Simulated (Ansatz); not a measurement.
Scan of [BH2···H···GeH3], doublet

Starting geometry:

```
atom    x (Å)    y (Å)    z (Å)
   B  -2.9359   0.0000   0.0000
   H  -3.5326   1.0336   0.0000
   H  -3.5326  -1.0336   0.0000
   H  -1.7424   0.0000   0.0000
  Ge   0.5181   0.0000   0.0000
   H   0.9868  -1.4659   0.0000
   H   0.9868   0.7330  -1.2695
   H   0.9868   0.7330   1.2695
```

From there H4 is moved from one fragment to the other while all else, the fragments' distance too, stays fixed; atoms are numbered as listed. Energies are in eV, counted from the starting geometry at the same level. Kohn–Sham curves are unrestricted where that lies lower.

Basis cc-pVDZ; Ansatz 0.2.0. Only valence electrons are correlated (noble-gas cores and the filled d shells of p-block atoms frozen). Prefix R: restricted or restricted open-shell reference; prefix U: unrestricted. No spin–orbit coupling is included, and no scalar relativity.

Full CI isn't at hand for all of this; UCCSDT(Q) serves as the reference, and is uncertain by about the last step of the cluster series.

```csv
distance B1-H4 (Å),r2SCAN
1.194,0.000
1.298,0.063
1.507,0.449
1.715,0.693
1.924,0.786
```

**Question.** Estimate the UCCSDT(Q) curve in cc-pVDZ from this one, knowing how r2SCAN errs.

**Answer.** The computed UCCSDT(Q) values, in eV from the starting point, and the error of r2SCAN against them:
```json
{"distance B1-H4 (Å)": "1.194", "UCCSDT(Q)": "0.000", "r2SCAN less UCCSDT(Q)": "0.000"}
{"distance B1-H4 (Å)": "1.298", "UCCSDT(Q)": "0.101", "r2SCAN less UCCSDT(Q)": "-0.039"}
{"distance B1-H4 (Å)": "1.507", "UCCSDT(Q)": "0.581", "r2SCAN less UCCSDT(Q)": "-0.132"}
{"distance B1-H4 (Å)": "1.715", "UCCSDT(Q)": "0.856", "r2SCAN less UCCSDT(Q)": "-0.162"}
{"distance B1-H4 (Å)": "1.924", "UCCSDT(Q)": "0.895", "r2SCAN less UCCSDT(Q)": "-0.108"}
```

The error spans 0.162 eV and is largest, -0.162 eV, at 1.715 Å.

In so small a basis the reference is far from its limit while semilocal and hybrid functionals are nearer theirs, so the functionals' errors here hold much of the reference's basis and frozen-core error, which can add to them or hide them.
